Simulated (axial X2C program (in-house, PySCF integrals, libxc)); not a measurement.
## Correcting the dissociation energy of SiCl for spin–orbit coupling

A spin-free PBE0 curve (one-electron X2C) was computed with an in-house relativistic program for diatomic molecules, basis Cl dyall-v3z [8s7p2d1f], Si dyall-v3z [8s7p2d1f] (cores contracted in-house), for the state M_S = 1/2, Λ = 1 (beyond evenly filled blocks: π+α). It gives D0 = 4.300 eV to Cl + Si, which in a spin-free picture are the weighted means of the ground terms.

Measured levels of the ground terms (NIST Handbook of Basic Atomic Spectroscopic Data), in cm⁻¹: Cl 2P: J = 3/2 at 0, J = 1/2 at 882.4; Si 3P: J = 0 at 0, J = 1 at 77.1, J = 2 at 223.2.

The two components of the molecular doublet are 220 cm⁻¹ apart in the PBE0 2c search (Ω = 1/2 lower), so the lower one lies 110 cm⁻¹ under their mean.

Task: How far does each ground level lie under the (2J+1)-weighted mean of its term?

Result: Cl: (4 × 0 + 2 × 882.4)/6 = 294 cm⁻¹; Si: (1 × 0 + 3 × 77.1 + 5 × 223.2)/9 = 150 cm⁻¹.

Task: Correct D0.

Result: D0 = 4.300 + (110 − 444)/8065.5 = 4.259 eV at PBE0 with these spin–orbit terms.

Second-order spin–orbit effects in the molecule, which grow quickly with Z, are left out. One determinant describes the state; a PBE0 search over occupations chose it and may have missed a lower one. Dissociation energies refer to the lowest single-determinant-based atoms at the same level and basis. Without a current term, density functionals place determinants with orbital angular momentum somewhat too high.
